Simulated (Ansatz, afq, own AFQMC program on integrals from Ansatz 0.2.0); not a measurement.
Integrals from Ansatz 0.2.0, then the random walk in our own AFQMC program (afq).

```yaml
crystal:
  periodic: [false, false, false]
  atoms:
    - {symbol: Zr, position_ang: [0.000000, 0.000000, 0.000000]}
    - {symbol: B, position_ang: [0.000000, 0.000000, 4.432000]}
basis:
  gaussian: {orbitals: def2-SVP}
magnetization: {spin_polarized: true, initial_magnetization: 3}
correlation: {method: ccsd_t, electrons: outside_noble_gas, hamiltonian_folder: ham}
```

```sh
$ ansatz run in.yaml --threads 1 --pin off --events-out ev --progress --plain --max-ram 1382MiB
```

afq runs on the folder ham with

```
--method phaseless --trial hf --walkers 120 --populations 1 --least-time 40 --time-step 0.005 --steps-per-block 20 --equilibration-blocks 160 --max-blocks 600 --target-error 0.0019200000000000003 --factor-cut 1e-05 --start spin_pure --seed 4523 --taylor-order 6
```

Times are imaginary, in 1/Eh. The walk had a cap of 1139 s. Core potentials past Kr, no spin–orbit coupling.

Output of the walk:

```
orbitals 40  electrons 5 2  factors 289 of 474
reference energy -70.93212366 Eh
CCSD correlation -0.10526306 Eh in 20 cycles, weight of the determinant in the CISD state 0.8612
energy of the start -70.932276 Eh
 block  time / (1/Eh)  mean weight  energy / Eh
     1     0.100  1.0001  -70.943319
     2     0.200  1.0009  -70.953357
     3     0.300  1.0008  -70.962006
     4     0.400  1.0006  -70.967978
     5     0.500  0.9995  -70.974592
     7     0.700  1.0000  -70.986176
     9     0.900  0.9993  -70.991709
    15     1.500  0.9996  -71.002309
    43     4.300  1.0002  -71.043029
    57     5.700  0.9997  -71.045837
    71     7.100  0.9998  -71.034942
    99     9.900  0.9999  -71.020148
   127    12.700  0.9978  -71.041204
   155    15.500  1.0005  -71.030499
   183    18.300  0.9996  -71.010417
   211    21.100  0.9998  -71.010195
   239    23.900  1.0007  -71.045126
   267    26.700  1.0008  -71.023266
   295    29.500  1.0014  -71.036695
   323    32.300  1.0005  -71.022346
   351    35.100  0.9984  -71.026484
   379    37.900  1.0000  -71.035814
   407    40.700  0.9985  -71.029138
   435    43.500  1.0018  -71.022725
   463    46.300  0.9992  -71.024417
   491    49.100  1.0003  -71.026081
   519    51.900  1.0002  -71.028529
   547    54.700  0.9978  -71.019569
blocks merged  error / Eh  count
     1  0.000439  400
     2  0.000580  200
     4  0.000760  100
     8  0.000989  50
    16  0.001141  25
    32  0.001086  12
energy -71.025674 +/- 0.001141 Eh
(rows thinned)
```

The run passed its tests (sampling time, drift between the halves within three errors, error under three times the target), which doesn't prove that it has relaxed.

Against this walk (error 31.0 meV) on the same determinant: CCSD(T) 394.8 meV lower, CCSDT(Q) 437.4 meV lower, a separate phaseless walk with a CISD trial and standard settings 389.2 ± 32.3 meV lower. The error is statistical and leaves out the bias of the constraint. CCSDT(Q) is the surest value here, so the walk's 437 meV above it is most likely the bias of the constraint with this trial, which can have either sign.

Cautions: constraint bias not in the error; no spin-orbit coupling; outer-core shells of the metal frozen; lower spins were not checked; higher spins were not checked; an unrestricted solution with more broken spin lies lower (15 meV, ⟨S²⟩ 4.74).

The walk took 3.2 min on 1 thread of Arm Neoverse V2, on a shared host. The log's last line is the phaseless energy.

CCSDT and higher add their correlation energy to the determinant of the CCSD(T) run, since their own runs factorise the integrals more tightly (a shift of under 2 meV). A walk keeps the symmetry of its determinant, which the program's search chose and which needn't be the lowest solution, so a lower state of the same spin and another symmetry isn't excluded.
